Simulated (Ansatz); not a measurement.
**Nudged elastic band run: C$_{2}$H$_{2}$OS**

The input (input.yaml):

```yaml
crystal:
  periodic: [false, false, false]
  atoms:
    - { symbol: C, position_ang: [0.474123, 0.60507, 0.477455] }
    - { symbol: C, position_ang: [-0.22489, -0.29705, -0.215976] }
    - { symbol: O, position_ang: [-0.722129, -1.538189, -0.088613] }
    - { symbol: S, position_ang: [-1.049343, -0.715168, -1.702841] }
    - { symbol: H, position_ang: [0.806776, 0.367656, 1.497977] }
    - { symbol: H, position_ang: [0.715463, 1.577671, 0.032008] }
basis:
  gaussian: { orbitals: def2-SVP }
hamiltonian:
  xc: revpbe
  dispersion: d4
neb:
  order_check: false
  images: 5
  f_tol: 0.03
  max_iterations: 60
  initial_path: idpp
  final_atoms:
    - { symbol: C, position_ang: [0.47561616, 0.5610212, 0.52656608] }
    - { symbol: C, position_ang: [-0.22653143, -0.25668131, -0.26165396] }
    - { symbol: O, position_ang: [-0.76982872, -0.29348532, -1.48899154] }
    - { symbol: S, position_ang: [-1.00712712, -1.80940541, -0.4710628] }
    - { symbol: H, position_ang: [0.76596463, 0.24092888, 1.5344999] }
    - { symbol: H, position_ang: [0.76190648, 1.55761195, 0.16065232] }
```

Launched with:

```bash
$ ansatz run input.yaml --threads 1 --pin off --max-ram 2048MiB --backend cpu --events-out ev --progress --plain --runs-dir out
```

Output, in part (warnings, iteration lines, the closing report on the highest movable image, with atoms numbered from 0):

```
NEB end point (image 0): max|allowed force component| = 2.725e-3 eV/Å (the criterion of neb.relax_end_points is 1.000e-2)
NEB end point (image 6): max|allowed force component| = 1.271e-2 eV/Å (the criterion of neb.relax_end_points is 1.000e-2)
NEB iter   1: max|band force component| = 2.247e0 eV/Å  barrier→ = 2.4655 eV  barrier← = 2.4655 eV  Δτ_max = 0.1448 Å  (230 SCF iters)
NEB iter   2: max|band force component| = 1.963e0 eV/Å  barrier→ = 2.1737 eV  barrier← = 2.1737 eV  Δτ_max = 0.1974 Å  (172 SCF iters)
NEB iter   3: max|band force component| = 8.782e-1 eV/Å  barrier→ = 2.0021 eV  barrier← = 2.0021 eV  Δτ_max = 0.0788 Å  (174 SCF iters)
NEB iter   4: max|band force component| = 6.480e-1 eV/Å  barrier→ = 1.9180 eV  barrier← = 1.9180 eV  Δτ_max = 0.0968 Å  (151 SCF iters)
NEB iter   5: max|band force component| = 6.614e-1 eV/Å  barrier→ = 1.8618 eV  barrier← = 1.8618 eV  Δτ_max = 0.0483 Å  (154 SCF iters)
NEB iter   6: max|band force component| = 1.595e0 eV/Å  barrier→ = 1.8305 eV  barrier← = 1.8305 eV  Δτ_max = 0.0243 Å  (160 SCF iters)
NEB iter   7: max|band force component| = 6.676e-1 eV/Å  barrier→ = 1.7980 eV  barrier← = 1.7980 eV  Δτ_max = 0.0486 Å  (158 SCF iters)
NEB iter   8: max|band force component| = 3.799e-1 eV/Å  barrier→ = 1.7534 eV  barrier← = 1.7534 eV  CI = image 3  Δτ_max = 0.0974 Å  (160 SCF iters)
NEB iter   9: max|band force component| = 4.614e-1 eV/Å  barrier→ = 1.6802 eV  barrier← = 1.6802 eV  CI = image 3  Δτ_max = 0.1936 Å  (160 SCF iters)
NEB iter  10: max|band force component| = 9.829e-1 eV/Å  barrier→ = 1.5081 eV  barrier← = 1.5081 eV  CI = image 3  Δτ_max = 0.0972 Å  (169 SCF iters)
NEB iter  11: max|band force component| = 9.929e-1 eV/Å  barrier→ = 1.4366 eV  barrier← = 1.4366 eV  CI = image 2  Δτ_max = 0.1913 Å  (170 SCF iters)
NEB iter  12: max|band force component| = 1.070e0 eV/Å  barrier→ = 1.5077 eV  barrier← = 1.5077 eV  CI = image 2  Δτ_max = 0.0959 Å  (172 SCF iters)
NEB iter  13: max|band force component| = 4.987e-1 eV/Å  barrier→ = 1.4847 eV  barrier← = 1.4847 eV  CI = image 2  Δτ_max = 0.1925 Å  (159 SCF iters)
NEB iter  14: max|band force component| = 2.360e0 eV/Å  barrier→ = 1.5557 eV  barrier← = 1.5557 eV  CI = image 3  Δτ_max = 0.0983 Å  (161 SCF iters)
NEB iter  15: max|band force component| = 1.365e0 eV/Å  barrier→ = 1.4619 eV  barrier← = 1.4618 eV  CI = image 2  Δτ_max = 0.1829 Å  (170 SCF iters)
NEB iter  16: max|band force component| = 2.136e0 eV/Å  barrier→ = 1.6376 eV  barrier← = 1.6376 eV  CI = image 2  Δτ_max = 0.0969 Å  (173 SCF iters)
NEB iter  17: max|band force component| = 1.055e0 eV/Å  barrier→ = 1.5422 eV  barrier← = 1.5422 eV  CI = image 2  Δτ_max = 0.1161 Å  (166 SCF iters)
NEB iter  18: max|band force component| = 5.592e-1 eV/Å  barrier→ = 1.4670 eV  barrier← = 1.4670 eV  CI = image 2  Δτ_max = 0.2000 Å  (165 SCF iters)
NEB iter  19: max|band force component| = 2.577e0 eV/Å  barrier→ = 1.7452 eV  barrier← = 1.7452 eV  CI = image 3  Δτ_max = 0.0969 Å  (181 SCF iters)
NEB iter  20: max|band force component| = 2.238e0 eV/Å  barrier→ = 1.7455 eV  barrier← = 1.7455 eV  CI = image 3  Δτ_max = 0.1994 Å  (171 SCF iters)
NEB iter  21: max|band force component| = 1.882e0 eV/Å  barrier→ = 1.9844 eV  barrier← = 1.9844 eV  CI = image 3  Δτ_max = 0.1913 Å  (194 SCF iters)
NEB iter  22: max|band force component| = 1.127e0 eV/Å  barrier→ = 1.4772 eV  barrier← = 1.4771 eV  CI = image 3  Δτ_max = 0.2000 Å  (183 SCF iters)
NEB iter  23: max|band force component| = 1.789e0 eV/Å  barrier→ = 1.7626 eV  barrier← = 1.7626 eV  CI = image 3  Δτ_max = 0.1932 Å  (182 SCF iters)
NEB iter  24: max|band force component| = 1.112e0 eV/Å  barrier→ = 1.7211 eV  barrier← = 1.7211 eV  CI = image 3  Δτ_max = 0.1972 Å  (172 SCF iters)
NEB iter  25: max|band force component| = 1.487e0 eV/Å  barrier→ = 1.6403 eV  barrier← = 1.6403 eV  CI = image 3  Δτ_max = 0.0985 Å  (172 SCF iters)
NEB iter  26: max|band force component| = 1.400e0 eV/Å  barrier→ = 1.5981 eV  barrier← = 1.5981 eV  CI = image 3  Δτ_max = 0.1929 Å  (165 SCF iters)
NEB iter  27: max|band force component| = 2.495e0 eV/Å  barrier→ = 1.6247 eV  barrier← = 1.6247 eV  CI = image 3  Δτ_max = 0.0989 Å  (170 SCF iters)
NEB iter  28: max|band force component| = 1.094e0 eV/Å  barrier→ = 1.5467 eV  barrier← = 1.5467 eV  CI = image 3  Δτ_max = 0.1993 Å  (164 SCF iters)
NEB iter  29: max|band force component| = 1.619e0 eV/Å  barrier→ = 1.4385 eV  barrier← = 1.4385 eV  CI = image 3  Δτ_max = 0.0986 Å  (166 SCF iters)
NEB iter  30: max|band force component| = 1.421e0 eV/Å  barrier→ = 1.4778 eV  barrier← = 1.4778 eV  CI = image 5  Δτ_max = 0.0997 Å  (159 SCF iters)
NEB iter  31: max|band force component| = 7.857e-1 eV/Å  barrier→ = 1.5065 eV  barrier← = 1.5065 eV  CI = image 5  Δτ_max = 0.0969 Å  (167 SCF iters)
NEB iter  32: max|band force component| = 4.377e-1 eV/Å  barrier→ = 1.5002 eV  barrier← = 1.5002 eV  CI = image 1  Δτ_max = 0.1006 Å  (172 SCF iters)
NEB iter  33: max|band force component| = 9.288e-1 eV/Å  barrier→ = 1.4775 eV  barrier← = 1.4775 eV  CI = image 1  Δτ_max = 0.0501 Å  (166 SCF iters)
NEB iter  34: max|band force component| = 7.368e-1 eV/Å  barrier→ = 1.4636 eV  barrier← = 1.4636 eV  CI = image 1  Δτ_max = 0.1025 Å  (162 SCF iters)
NEB iter  35: max|band force component| = 3.391e0 eV/Å  barrier→ = 1.4590 eV  barrier← = 1.4590 eV  CI = image 1  Δτ_max = 0.0499 Å  (171 SCF iters)
NEB iter  36: max|band force component| = 4.194e-1 eV/Å  barrier→ = 1.4627 eV  barrier← = 1.4627 eV  CI = image 1  Δτ_max = 0.0976 Å  (167 SCF iters)
NEB iter  37: max|band force component| = 7.353e-1 eV/Å  barrier→ = 1.4773 eV  barrier← = 1.4772 eV  CI = image 2  Δτ_max = 0.0506 Å  (165 SCF iters)
NEB iter  38: max|band force component| = 4.502e-1 eV/Å  barrier→ = 1.4659 eV  barrier← = 1.4659 eV  CI = image 2  Δτ_max = 0.0502 Å  (161 SCF iters)
NEB iter  39: max|band force component| = 4.384e-1 eV/Å  barrier→ = 1.4720 eV  barrier← = 1.4719 eV  CI = image 2  Δτ_max = 0.0499 Å  (161 SCF iters)
NEB iter  40: max|band force component| = 1.133e0 eV/Å  barrier→ = 1.4679 eV  barrier← = 1.4678 eV  CI = image 2  Δτ_max = 0.0251 Å  (165 SCF iters)
NEB iter  41: max|band force component| = 4.961e-1 eV/Å  barrier→ = 1.4711 eV  barrier← = 1.4711 eV  CI = image 2  Δτ_max = 0.0505 Å  (157 SCF iters)
NEB iter  42: max|band force component| = 3.987e-1 eV/Å  barrier→ = 1.5003 eV  barrier← = 1.5003 eV  CI = image 2  Δτ_max = 0.0505 Å  (159 SCF iters)
NEB iter  43: max|band force component| = 3.550e-1 eV/Å  barrier→ = 1.5102 eV  barrier← = 1.5102 eV  CI = image 2  Δτ_max = 0.0504 Å  (163 SCF iters)
NEB iter  44: max|band force component| = 3.056e-1 eV/Å  barrier→ = 1.5239 eV  barrier← = 1.5239 eV  CI = image 2  Δτ_max = 0.0501 Å  (162 SCF iters)
NEB iter  45: max|band force component| = 1.803e-1 eV/Å  barrier→ = 1.5333 eV  barrier← = 1.5333 eV  CI = image 2  Δτ_max = 0.0501 Å  (156 SCF iters)
NEB iter  46: max|band force component| = 2.192e-1 eV/Å  barrier→ = 1.5257 eV  barrier← = 1.5257 eV  CI = image 2  Δτ_max = 0.0250 Å  (156 SCF iters)
NEB iter  47: max|band force component| = 1.728e-1 eV/Å  barrier→ = 1.5283 eV  barrier← = 1.5283 eV  CI = image 2  Δτ_max = 0.0236 Å  (157 SCF iters)
NEB iter  48: max|band force component| = 8.043e-2 eV/Å  barrier→ = 1.5289 eV  barrier← = 1.5288 eV  CI = image 2  Δτ_max = 0.0062 Å  (156 SCF iters)
NEB iter  49: max|band force component| = 3.757e-2 eV/Å  barrier→ = 1.5285 eV  barrier← = 1.5285 eV  CI = image 2  Δτ_max = 0.0148 Å  (152 SCF iters)
NEB iter  50: max|band force component| = 2.588e-2 eV/Å  barrier→ = 1.5281 eV  barrier← = 1.5281 eV  CI = image 2  Δτ_max = 0.0000 Å  (400 SCF iters)
Total energy: -14975.50245346 eV, -550.3395644046 hartree
Atom 0 at     0.724881     0.620607     0.666954 Å, force     0.005257    -0.000177    -0.009056 eV/Å
Atom 1 at    -0.093800    -0.085561    -0.091520 Å, force     0.003466     0.026346     0.025644 eV/Å
Atom 2 at    -0.843192    -0.723979    -0.775325 Å, force    -0.006878    -0.017742    -0.019007 eV/Å
Atom 3 at    -1.926773    -1.648002    -1.772511 Å, force    -0.001159    -0.001929     0.000124 eV/Å
Atom 4 at     0.538751     0.714329     1.749360 Å, force     0.000667    -0.002956    -0.000899 eV/Å
Atom 5 at     1.600134     1.122595     0.223051 Å, force    -0.001352    -0.003543     0.003194 eV/Å
Dipole moment:     0.375398     0.321110     0.344711 e Å
```

The forces met the threshold. The profile has 2 maxima (images 2, 4) with wells between them (image 3): this band takes more than one step, which may be the mechanism or a detour left from its start path. Neighbouring images differ by up to 1.4 eV, so the band resolves the path poorly. A vibrational analysis at the climbing image gives one clearly imaginary mode, 262i cm⁻¹: a first-order saddle point.

Final band (atoms are numbered from 1 in the order of the input):

| image | path coordinate (Å) | energy (eV) | angle C1–C2–S4 (°) |
| --- | --- | --- | --- |
| 0 | 0.00 | 0.00 | 148 |
| 1 | 1.43 | 1.38 | 129 |
| 2 | 2.87 | 1.53 | 180 |
| 3 | 4.28 | 1.37 | 129 |
| 4 | 5.70 | 1.42 | 150 |
| 5 | 7.11 | 1.32 | 138 |
| 6 | 8.53 | 0.00 | 148 |

The run took 6.1 min on 1 thread of Arm Neoverse V1, with other jobs on the host, peak memory 0.12 GiB.
